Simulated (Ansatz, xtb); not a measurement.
## C2H4B+: 5 structures ranked

5 gas-phase structures of C2H4B+, found in a search over its isomers (lower ones may exist). Each was relaxed with GFN2-xTB:

A. a singlet given by its coordinates
B. a singlet given by its coordinates
C. `BC=[CH+]`, a singlet
D. `[BH+]C=C`, a singlet
E. `B[C+]=C`, a singlet

A (Å):

```xyz
7

C    -0.5992   -0.8902    0.3227
C    -0.7726    0.4431    0.1858
B     0.7195   -0.2797    0.4806
H    -1.6529    1.0440   -0.0005
H    -1.2652   -1.7283    0.2883
H     0.1586    1.1082    0.2765
H     1.8574   -0.2032    0.6536
```

Close contacts (Å): C1–C2 1.35, C1–B3 1.46, C2–B3 1.68, C1–H5 1.07, C2–H4 1.08, C2–H6 1.15, B3–H6 1.51, B3–H7 1.15.

B (Å):

```xyz
7

C    -1.9944    1.3077   -0.4055
C    -1.2105    0.9837   -1.3426
B    -2.1660   -0.2412   -0.8656
H    -1.8141   -1.0982   -1.5856
H    -3.0148   -0.6019   -0.1424
H    -2.4573    1.9289    0.3282
H    -0.4486    1.0975   -2.0807
```

Close contacts (Å): C1–C2 1.26, C1–B3 1.62, C2–B3 1.63, C1–H6 1.07, C2–H7 1.07, B3–H4 1.17, B3–H5 1.17.

Question: Make a reasoned guess at their ranking by r2SCAN-D4/def2-SVP single-point energy.

Answer: Calculated order at r2SCAN-D4/def2-SVP: A (0.0), D (9.1), B (57.8), E (85.3), C (171.2) kJ/mol. CCSD(T)/def2-TZVPP after further relaxation puts D lowest instead.

Energies above the lowest of each column, in kJ/mol; the last columns are at PBE0-D3(BJ)/pcseg-1 geometries and were run for some of them only (a dash: not run or not comparable):

```tsv
structure	GFN2-xTB	HF/STO-3G	r2SCAN-D4/def2-SVP	PBE0-D3(BJ)/pcseg-1	CCSD(T)/def2-TZVPP
A	7.1	80.6	0.0	3.1	5.7
D	9.6	0.0	9.1	0.0	0.0
B	7.2	134.4	57.8	65.6	70.2
E	0.0	61.3	85.3	–	–
C	68.1	139.5	171.2	–	–
```

CCSD(T)/def2-TZVPP puts D lowest of those it was run on; GFN2-xTB picks E, r2SCAN-D4/def2-SVP picks A. CCSD(T)/def2-TZVPP orders those it was run on as D (0.0), A (5.7), B (70.2) kJ/mol. Some further structures that were screened fall inside this span and aren't listed. Flexible structures stand in one conformer each, not always the lowest. Frequencies (PBE0-D3(BJ)/pcseg-1) were run for A, B, D alone.

Over these structures GFN2-xTB departs from r2SCAN-D4/def2-SVP by 40.1 kJ/mol on average once a common shift is removed. A GFN2-xTB relaxation took about 0.042 s and the r2SCAN-D4/def2-SVP energy about 1.1 s on a shared host (Ansatz 0.2.0, xtb 6.7.1).
